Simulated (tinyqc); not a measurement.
UHF in the sto-3g basis, for CH2, spin multiplicity 1, step by step. One step of it, computed by the program tinyqc.

Task: Iteration 2: building the Fock matrix. J_ij = sum D_kl (ij|kl) with D = D(alpha) + D(beta), K_ij = sum D_kl (ik|jl) for each spin; F = H + J - K(s); E = tr D H + tr D J / 2 - 0.5 sum_s tr D(s) K(s) + E_nn.

D(alpha) after iteration 1, order 1C 1s, 1C 2s, 1C 2px, 1C 2py, 1C 2pz, 2H 1s, 3H 1s:
```
[[1.039986, -0.154624, 0.056150, 0.001060, 0.059558, -0.055930, -0.053466],
 [-0.154624, 0.638354, -0.225516, -0.006963, -0.265123, 0.129070, 0.131405],
 [0.056150, -0.225516, 0.170817, 0.001873, 0.304075, 0.052143, 0.051765],
 [0.001060, -0.006963, 0.001873, 0.292384, 0.000156, 0.242047, -0.249354],
 [0.059558, -0.265123, 0.304075, 0.000156, 0.595920, 0.171084, 0.173452],
 [-0.055930, 0.129070, 0.052143, 0.242047, 0.171084, 0.335389, -0.074024],
 [-0.053466, 0.131405, 0.051765, -0.249354, 0.173452, -0.074024, 0.342591]]
```

D(beta) after iteration 1, order 1C 1s, 1C 2s, 1C 2px, 1C 2py, 1C 2pz, 2H 1s, 3H 1s:
```
[[1.039986, -0.154624, -0.056150, 0.001060, 0.059558, -0.055930, -0.053466],
 [-0.154624, 0.638354, 0.225516, -0.006963, -0.265123, 0.129070, 0.131405],
 [-0.056150, 0.225516, 0.170817, -0.001873, -0.304075, -0.052143, -0.051765],
 [0.001060, -0.006963, -0.001873, 0.292384, 0.000156, 0.242047, -0.249354],
 [0.059558, -0.265123, -0.304075, 0.000156, 0.595920, 0.171084, 0.173452],
 [-0.055930, 0.129070, -0.052143, 0.242047, 0.171084, 0.335389, -0.074024],
 [-0.053466, 0.131405, -0.051765, -0.249354, 0.173452, -0.074024, 0.342591]]
```

core Hamiltonian H = T + V (hartree), order 1C 1s, 1C 2s, 1C 2px, 1C 2py, 1C 2pz, 2H 1s, 3H 1s:
```
[[-18.595097, -4.485123, 0.000000, -0.001037, -0.013297, -0.803422, -0.696557],
 [-4.485123, -5.540754, 0.000000, -0.009408, -0.145234, -1.952091, -1.772132],
 [0.000000, 0.000000, -4.431386, 0.000000, 0.000000, 0.000000, 0.000000],
 [-0.001037, -0.009408, 0.000000, -4.564102, -0.004639, -1.434166, 1.328497],
 [-0.013297, -0.145234, 0.000000, -0.004639, -4.483897, -0.931181, -0.862978],
 [-0.803422, -1.952091, 0.000000, -1.434166, -0.931181, -3.243876, -0.416747],
 [-0.696557, -1.772132, 0.000000, 1.328497, -0.862978, -0.416747, -3.128946]]
```

Two-electron integrals (ij|kl) in chemists' order, unique and non-zero (hartree):
```
(11|11) 3.541948    (21|11) 0.576921    (21|21) 0.111888    (22|11) 0.854682
(22|21) 0.205284    (22|22) 0.624709    (31|31) 0.020296    (32|31) 0.030858
(32|32) 0.137996    (33|11) 0.852436    (33|21) 0.205335    (33|22) 0.624568
(33|33) 0.672833    (41|41) 0.020296    (42|41) 0.030858    (42|42) 0.137996
(43|43) 0.036269    (44|11) 0.852436    (44|21) 0.205335    (44|22) 0.624568
(44|33) 0.600295    (44|44) 0.672833    (51|51) 0.020296    (52|51) 0.030858
(52|52) 0.137996    (53|53) 0.036269    (54|54) 0.036269    (55|11) 0.852436
(55|21) 0.205335    (55|22) 0.624568    (55|33) 0.600295    (55|44) 0.600295
(55|55) 0.672833    (61|11) 0.102708    (61|21) 0.019811    (61|22) 0.036322
(61|33) 0.036199    (61|41) 0.001009    (61|42) 0.001892    (61|44) 0.036472
(61|51) 0.000635    (61|52) 0.001190    (61|54) 0.000172    (61|55) 0.036307
(61|61) 0.003585    (62|11) 0.262012    (62|21) 0.063850    (62|22) 0.215769
(62|33) 0.210453    (62|41) 0.005134    (62|42) 0.036388    (62|44) 0.221728
(62|51) 0.003230    (62|52) 0.022894    (62|54) 0.007094    (62|55) 0.214917
(62|61) 0.011805    (62|62) 0.100275    (63|31) 0.006290    (63|32) 0.033792
(63|43) 0.006986    (63|53) 0.004395    (63|63) 0.011860    (64|11) 0.194214
(64|21) 0.047918    (64|22) 0.171698    (64|33) 0.163110    (64|41) 0.009624
(64|42) 0.060473    (64|44) 0.185395    (64|51) 0.002098    (64|52) 0.016787
(64|54) 0.009625    (64|55) 0.166401    (64|61) 0.009246    (64|62) 0.094679
(64|64) 0.099630    (65|11) 0.122194    (65|21) 0.030149    (65|22) 0.108028
(65|33) 0.102624    (65|41) 0.002098    (65|42) 0.016787    (65|44) 0.107854
(65|51) 0.007610    (65|52) 0.044354    (65|54) 0.010277    (65|55) 0.113485
(65|61) 0.005817    (65|62) 0.059569    (65|64) 0.055222    (65|65) 0.046604
(66|11) 0.421532    (66|21) 0.104450    (66|22) 0.402527    (66|33) 0.381527
(66|41) 0.010123    (66|42) 0.097701    (66|44) 0.426281    (66|51) 0.006369
(66|52) 0.061471    (66|54) 0.028158    (66|55) 0.399243    (66|61) 0.019548
(66|62) 0.241660    (66|64) 0.251403    (66|65) 0.158175    (66|66) 0.774606
(71|11) 0.088970    (71|21) 0.017164    (71|22) 0.031483    (71|33) 0.031378
(71|41) -0.000862   (71|42) -0.001623   (71|44) 0.031610    (71|51) 0.000542
(71|52) 0.001020    (71|54) -0.000146   (71|55) 0.031470    (71|61) 0.003012
(71|62) 0.009622    (71|64) 0.006908    (71|65) 0.004749    (71|66) 0.015683
(71|71) 0.002689    (72|11) 0.236326    (72|21) 0.057634    (72|22) 0.195957
(72|33) 0.191061    (72|41) -0.004619   (72|42) -0.033365   (72|44) 0.201448
(72|51) 0.002905    (72|52) 0.020982    (72|54) -0.006532   (72|55) 0.195169
(72|61) 0.010019    (72|62) 0.063989    (72|64) 0.043770    (72|65) 0.037077
(72|66) 0.119285    (72|71) 0.009233    (72|72) 0.084279    (73|31) 0.005557
(73|32) 0.030219    (73|43) -0.006326   (73|53) 0.003978    (73|63) 0.006934
(73|73) 0.009707    (74|11) -0.178388   (74|21) -0.044034   (74|22) -0.158749
(74|33) -0.150869   (74|41) 0.008590    (74|42) 0.054978    (74|44) -0.171267
(74|51) -0.001908   (74|52) -0.015570   (74|54) 0.008850    (74|55) -0.153932
(74|61) -0.007333   (74|62) -0.044908   (74|64) -0.024808   (74|65) -0.025538
(74|66) -0.079062   (74|71) -0.007344   (74|72) -0.080949   (74|74) 0.086044
(75|11) 0.112181    (75|21) 0.027691    (75|22) 0.099830    (75|33) 0.094875
(75|41) -0.001908   (75|42) -0.015570   (75|44) 0.099747    (75|51) 0.006756
(75|52) 0.040010    (75|54) -0.009389   (75|55) 0.104757    (75|61) 0.005026
(75|62) 0.037538    (75|64) 0.025264    (75|65) 0.028240    (75|66) 0.073970
(75|71) 0.004619    (75|72) 0.050905    (75|74) -0.048005   (75|75) 0.039895
(76|11) 0.051206    (76|21) 0.012541    (76|22) 0.044342    (76|33) 0.043102
(76|41) -0.000014   (76|42) -0.000172   (76|44) 0.044411    (76|51) 0.001040
(76|52) 0.008067    (76|54) -0.000043   (76|55) 0.045466    (76|61) 0.002265
(76|62) 0.018450    (76|64) 0.015119    (76|65) 0.012070    (76|66) 0.041675
(76|71) 0.001964    (76|72) 0.017092    (76|74) -0.014392   (76|75) 0.011330
(76|76) 0.004313    (77|11) 0.402468    (77|21) 0.099776    (77|22) 0.387443
(77|33) 0.367630    (77|41) -0.009337   (77|42) -0.092612   (77|44) 0.409843
(77|51) 0.005871    (77|52) 0.058240    (77|54) -0.026546   (77|55) 0.384323
(77|61) 0.017293    (77|62) 0.126748    (77|64) 0.082109    (77|65) 0.077470
(77|66) 0.245517    (77|71) 0.016150    (77|72) 0.218734    (77|74) -0.231121
(77|75) 0.145342    (77|76) 0.041675    (77|77) 0.774606
```

nuclear repulsion = 5.24685396 hartree

Give: Coulomb J; exchange K(alpha); exchange K(beta); F(alpha); F(beta); total energy of this density.

Result:

Coulomb J (hartree), order 1C 1s, 1C 2s, 1C 2px, 1C 2py, 1C 2pz, 2H 1s, 3H 1s:
```
[[11.1954, 2.1478, 0.0000, 0.0007, -0.0031, 0.3815, 0.3305],
 [2.1478, 4.9610, 0.0000, 0.0040, 0.0520, 1.7416, 1.5829],
 [0.0000, 0.0000, 4.8736, 0.0000, 0.0000, 0.0000, 0.0000],
 [0.0007, 0.0040, 0.0000, 5.0098, 0.0020, 1.4023, -1.2973],
 [-0.0031, 0.0520, 0.0000, 0.0020, 4.9828, 0.8951, 0.8281],
 [0.3815, 1.7416, 0.0000, 1.4023, 0.8951, 3.4522, 0.3599],
 [0.3305, 1.5829, 0.0000, -1.2973, 0.8281, 0.3599, 3.3556]]
```

exchange K(alpha) (hartree), order 1C 1s, 1C 2s, 1C 2px, 1C 2py, 1C 2pz, 2H 1s, 3H 1s:
```
[[3.5897, 0.6199, -0.0001, 0.0002, 0.0023, 0.1139, 0.0990],
 [0.6199, 0.7941, -0.1345, 0.0049, -0.0305, 0.3709, 0.3437],
 [-0.0001, -0.1345, 0.2779, 0.0019, 0.2043, 0.0033, 0.0041],
 [0.0002, 0.0049, 0.0019, 0.6003, 0.0057, 0.3112, -0.2973],
 [0.0023, -0.0305, 0.2043, 0.0057, 0.6477, 0.1937, 0.1842],
 [0.1139, 0.3709, 0.0033, 0.3112, 0.1937, 0.5832, 0.0747],
 [0.0990, 0.3437, 0.0041, -0.2973, 0.1842, 0.0747, 0.5622]]
```

exchange K(beta) (hartree), order 1C 1s, 1C 2s, 1C 2px, 1C 2py, 1C 2pz, 2H 1s, 3H 1s:
```
[[3.5897, 0.6199, 0.0001, 0.0002, 0.0023, 0.1139, 0.0990],
 [0.6199, 0.7941, 0.1345, 0.0049, -0.0305, 0.3709, 0.3437],
 [0.0001, 0.1345, 0.2779, -0.0019, -0.2043, -0.0033, -0.0041],
 [0.0002, 0.0049, -0.0019, 0.6003, 0.0057, 0.3112, -0.2973],
 [0.0023, -0.0305, -0.2043, 0.0057, 0.6477, 0.1937, 0.1842],
 [0.1139, 0.3709, -0.0033, 0.3112, 0.1937, 0.5832, 0.0747],
 [0.0990, 0.3437, -0.0041, -0.2973, 0.1842, 0.0747, 0.5622]]
```

F(alpha) (hartree), order 1C 1s, 1C 2s, 1C 2px, 1C 2py, 1C 2pz, 2H 1s, 3H 1s:
```
[[-10.9894, -2.9572, 0.0001, -0.0005, -0.0187, -0.5359, -0.4651],
 [-2.9572, -1.3739, 0.1345, -0.0103, -0.0627, -0.5813, -0.5329],
 [0.0001, 0.1345, 0.1643, -0.0019, -0.2043, -0.0033, -0.0041],
 [-0.0005, -0.0103, -0.0019, -0.1546, -0.0083, -0.3430, 0.3284],
 [-0.0187, -0.0627, -0.2043, -0.0083, -0.1488, -0.2297, -0.2191],
 [-0.5359, -0.5813, -0.0033, -0.3430, -0.2297, -0.3749, -0.1316],
 [-0.4651, -0.5329, -0.0041, 0.3284, -0.2191, -0.1316, -0.3355]]
```

F(beta) (hartree), order 1C 1s, 1C 2s, 1C 2px, 1C 2py, 1C 2pz, 2H 1s, 3H 1s:
```
[[-10.9894, -2.9572, -0.0001, -0.0005, -0.0187, -0.5359, -0.4651],
 [-2.9572, -1.3739, -0.1345, -0.0103, -0.0627, -0.5813, -0.5329],
 [-0.0001, -0.1345, 0.1643, 0.0019, 0.2043, 0.0033, 0.0041],
 [-0.0005, -0.0103, 0.0019, -0.1546, -0.0083, -0.3430, 0.3284],
 [-0.0187, -0.0627, 0.2043, -0.0083, -0.1488, -0.2297, -0.2191],
 [-0.5359, -0.5813, 0.0033, -0.3430, -0.2297, -0.3749, -0.1316],
 [-0.4651, -0.5329, 0.0041, 0.3284, -0.2191, -0.1316, -0.3355]]
```

total energy of this density = -38.345736 hartree
